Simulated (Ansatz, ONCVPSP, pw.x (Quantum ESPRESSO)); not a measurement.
# From atom to crystal: ONCV potential for osmium

ONCVPSP 4.0.1.1 (patched build) input, shortened (lines: element, Z, core and valence counts, functional; n l f; lmax; l rc ep ncon nbas qcut; lloc lpopt rc5 dvloc0; l nproj debl; icmod fcfact rcfact), PBEsol, scalar-relativistic:

```
  Os 76.00   10    4  -116133      upf
    1    0    2.00
    2    0    2.00
    2    1    6.00
    3    0    2.00
    3    1    6.00
    3    2   10.00
    4    0    2.00
    4    1    6.00
    4    2   10.00
    4    3   14.00
    5    0    2.00
    5    1    6.00
    5    2    6.00
    6    0    2.00
    2
    0    1.85    0.00    4    7    7.90
    1    1.70    0.00    4    8    9.00
    2    2.10    0.00    3    7    8.00
    4    5    1.30    0.00
    0    2    0.70
    1    3    3.60
    2    3    4.00
    1    0.15    0.00
```

Atomic tests: cutoffs needed: 24 Ha and 29 Ha (the cutoffs (Ha) at which the residual kinetic energy of the hardest occupied pseudo-wave falls to 1 and 0.1 mHa per electron); ghost test: no bound ghost flagged; GHOST(+) flagged for s at 176.7 eV; largest excitation error: -26 meV (all-electron minus pseudo) for 5s2 5p6 5d5 6s0, out of 4 test configurations.

Crystal test: diamond Os in pw.x 7.5, no spin, 8³ k-points, Fermi–Dirac smearing 0.01 Ry, cutoffs 70/280 Ry. The reference is all-electron LAPW (Ansatz 0.2.0) with the same functional, mesh and smearing; V0 and B0 come from Birch–Murnaghan fits to the pressures at five volumes. Errors are pseudo minus all-electron; Δ is the rms difference of the E(V) curves that follow from these fits, minima aligned, over ±6 % about the mean V0. Mesh and smearing are coarse, so the numbers serve the comparison and aren't converged zero-temperature values; the lattice is a test structure that the element need not adopt.

```json
{"V (Å³/atom)": "19.782", "P all-electron (GPa)": "12.87", "P pseudo (GPa)": "9.50"}
{"V (Å³/atom)": "20.302", "P all-electron (GPa)": "6.02", "P pseudo (GPa)": "2.97"}
{"V (Å³/atom)": "20.823", "P all-electron (GPa)": "0.05", "P pseudo (GPa)": "-2.71"}
{"V (Å³/atom)": "21.344", "P all-electron (GPa)": "-5.14", "P pseudo (GPa)": "-7.65"}
{"V (Å³/atom)": "21.864", "P all-electron (GPa)": "-9.66", "P pseudo (GPa)": "-11.95"}
```

All-electron: a0 = 5.503 Å (V0 = 20.83 Å³/atom), B0 = 222.1 GPa.

Pseudopotential: mean pressure error (GPa): -2.80; a0 (Å): 5.480; a0 error (%): -0.42; B0 error (%): +0.8; Δ (meV/atom): 12.9.

Task: At the middle volume, how do free energy and pressure move when the wave cutoff is lowered (ecutrho kept at four times it)?

Result:

```tsv
cutoff (Ry)	shift of F (meV/atom)	shift of P (GPa)
32	+1594.4	-30.65
42	+417.1	-13.46
56	+32.0	-1.93
```

The run at the middle volume (29 k-points, 9 iterations) took about 29 s on one core of a shared host (Intel(R) Xeon(R) Platinum 8375C CPU @ 2.90GHz, 128 threads, 992 GiB, load 64).
